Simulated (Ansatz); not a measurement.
# Si2F+ (triplet): wave-function methods side by side, def2-QZVPP

An exercise on one series of results from a longer session: the logs are not shown, and one member is left open.

Program: Ansatz 0.2.0, Gaussian basis. Level of theory: def2-QZVPP, core rule «outside noble gas», up to 11 orbitals frozen. These are calculated values, not measurements.

Plan: UHF; ROHF; CCSD(T) on UHF.

### What is computed

The geometry is a PBE0/def2-TZVP stationary point (not a proven minimum) of the parent state, kept for this charge and spin.

3 atoms, charge 1, spin multiplicity 3.

Atoms are counted from 1 here; the program's logs count them from 0.

Bond lengths: F1–Si2 1.608 Å, Si2–Si3 2.332 Å. Angles: F1–Si2–Si3 112.2°.

Set-up of the first run:

Contents of in.yaml:

```yaml
crystal:
  periodic: [false, false, false]
  atoms:
    - {symbol: F, position_ang: [0.000000, -0.606197, 1.621189]}
    - {symbol: Si, position_ang: [0.000000, 0.594494, 0.550881]}
    - {symbol: Si, position_ang: [0.000000, -0.184433, -1.647532]}
basis:
  gaussian: {orbitals: "def2-QZVPP.json"}
total_charge: 1
magnetization: {spin_polarized: true, initial_magnetization: 2}
hamiltonian: {xc: hf}
output: {orbitals: {seedname: orbitals}}
```

Command:

```sh
$ ansatz run in.yaml --threads 1 --pin off --events-out ev --progress --plain --max-ram 2393MiB
```

Steps of the session up to this table: UHF; ROHF; CCSD(T) on UHF.

One of the session's tables, all rows but one given; the rest of the session is left out.

```
  method  from UCCSD(T) (kcal/mol)
    ROHF                   +298.49
     UHF                   +291.76
    UMP2                         ?
   UCCSD                    +12.23
UCCSD(T)                         0
```

Q: Estimate the row for UMP2 from the others.

The run gave: from UCCSD(T) (kcal/mol): +28.55. In the column «from UCCSD(T) (kcal/mol)» it lies between UCCSD (+12.23) and UHF (+291.76).
